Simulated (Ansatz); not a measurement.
Input for Ansatz (development build ahead of 0.2.0):

```yaml
crystal:
  periodic: [false, false, false]
  atoms:
    - { symbol: C, position_ang: [0.0, 0.0, -1.89624] }
    - { symbol: C, position_ang: [0.0, 0.0, -0.55765] }
    - { symbol: C, position_ang: [0.0, 0.0, 0.55765] }
    - { symbol: C, position_ang: [0.0, 0.0, 1.89624] }
    - { symbol: H, position_ang: [0.0, -0.9443, -2.26432] }
    - { symbol: H, position_ang: [-0.81779, 0.47215, -2.26432] }
    - { symbol: H, position_ang: [0.81779, 0.47215, -2.26432] }
    - { symbol: H, position_ang: [0.0, -0.9443, 2.26432] }
    - { symbol: H, position_ang: [0.81779, 0.47215, 2.26432] }
    - { symbol: H, position_ang: [-0.81779, 0.47215, 2.26432] }
basis:
  gaussian: { orbitals: def2-TZVP }
hamiltonian:
  xc: hf
```

The input is written out in the form of the current development build from the run's settings.

Output:

```json
{
  "Converged": "yes",
  "Total energy": "-154.90698 hartree",
  "Spin squared of the determinant": "0.000"
}
```

Caution: no unrestricted run beside it, a lower state can exist.
